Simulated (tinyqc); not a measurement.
Worked calculation: Hueckel theory of the pi electrons with the omega technique, for the molecule c1c[cH+]1 (SMILES; centres numbered as the heavy atoms are written). Computed by tinyqc, a small Python program that keeps every step. Settings: charge = 1, omega = 1.4, damping = 0. Command: `OMP_NUM_THREADS=1 python tinyqc.py 31187 31188 out.jsonl` (the two numbers bound the seeds that draw the settings). One thread of a shared host (Intel(R) Xeon(R) Processor @ 2.60GHz), about 0.01 s of CPU time with the checks.

## The Hueckel matrix

Centres:

| centre | z_r, pi electrons of the neutral centre | h |
|---|---|---|
| 1C | 1 | 0.0000 |
| 2C | 1 | 0.0000 |
| 3C | 1 | 0.0000 |

Bonds:

| i | j | k |
|---|---|---|
| 1 | 2 | 1 |
| 2 | 3 | 1 |
| 3 | 1 | 1 |

H_rr = alpha + h_r beta, H_rs = k_rs beta for bonded centres.

Hueckel matrix in units of beta (H = alpha + beta A):
```
        1C      2C      3C
1C  0.0000  1.0000  1.0000
2C  1.0000  0.0000  1.0000
3C  1.0000  1.0000  0.0000
```

## Orbitals, round 1

pi electrons, sum of z_r less the charge = 2

Diagonalise; E = alpha + x beta with beta < 0, so the largest x are filled first; degenerate levels share their electrons. P = sum n_i c_ri c_si; each orbital has its largest coefficient positive (the first on a tie).

x values: 2.0000  -1.0000  -1.0000

occupations: 2.0000  0.0000  0.0000

coefficients:
```
       MO1      MO2      MO3
1C  0.5774  -0.2832   0.7658
2C  0.5774   0.8048  -0.1376
3C  0.5774  -0.5216  -0.6282
```

charge and bond-order matrix P:
```
        1C      2C      3C
1C  0.6667  0.6667  0.6667
2C  0.6667  0.6667  0.6667
3C  0.6667  0.6667  0.6667
```

Within a degenerate level the vectors are fixed only up to a rotation; this is one choice.

## Omega technique, round 1

h_r = h_r(0) + omega q_r, omega = 1.4, with q_r = z_r - P_rr.

matrix after round 1:
```
        1C      2C      3C
1C  0.4667  1.0000  1.0000
2C  1.0000  0.4667  1.0000
3C  1.0000  1.0000  0.4667
```

## Orbitals, round 2

As before.

x values: 2.4667  -0.5333  -0.5333

occupations: 2.0000  0.0000  0.0000

coefficients:
```
       MO1      MO2      MO3
1C  0.5774   0.0000   0.8165
2C  0.5774   0.7071  -0.4082
3C  0.5774  -0.7071  -0.4082
```

charge and bond-order matrix P:
```
        1C      2C      3C
1C  0.6667  0.6667  0.6667
2C  0.6667  0.6667  0.6667
3C  0.6667  0.6667  0.6667
```

Within a degenerate level the vectors are fixed only up to a rotation; this is one choice.

## Omega technique, round 2

As before.

matrix after round 2:
```
        1C      2C      3C
1C  0.4667  1.0000  1.0000
2C  1.0000  0.4667  1.0000
3C  1.0000  1.0000  0.4667
```

## Convergence

Each round sets h_r = h_r(0) + omega (z_r - P_rr), keeping the share named as damping of the old diagonal; repeat until output and input diagonals agree to 1e-6.

Rounds:

| round | sum n x | largest \|h(out) - h(in)\| |
|---|---|---|
| 1 | 4.0000 | 4.67e-01 |
| 2 | 4.9333 | 2.78e-16 |

Converged in 2 rounds.

## Energy, charges, bond orders

E = sum n x; q_r = z_r - P_rr; bond order p = P_rs; free valence = sqrt(3) - sum of p over the bonds of the atom.

pi energy = 2 alpha + this times beta = 4.9333

pi charges: 1C 0.3333, 2C 0.3333, 3C 0.3333

Bond orders and lengths from R = 1.517 - 0.180 p (angstrom, C-C alone):

| bond | p | R |
|---|---|---|
| 1-2 | 0.6667 | 1.3970 |
| 2-3 | 0.6667 | 1.3970 |
| 3-1 | 0.6667 | 1.3970 |

free valence of the carbons: 1C 0.3987, 2C 0.3987, 3C 0.3987

gap between the highest filled and the next level = 3.0000 |beta|
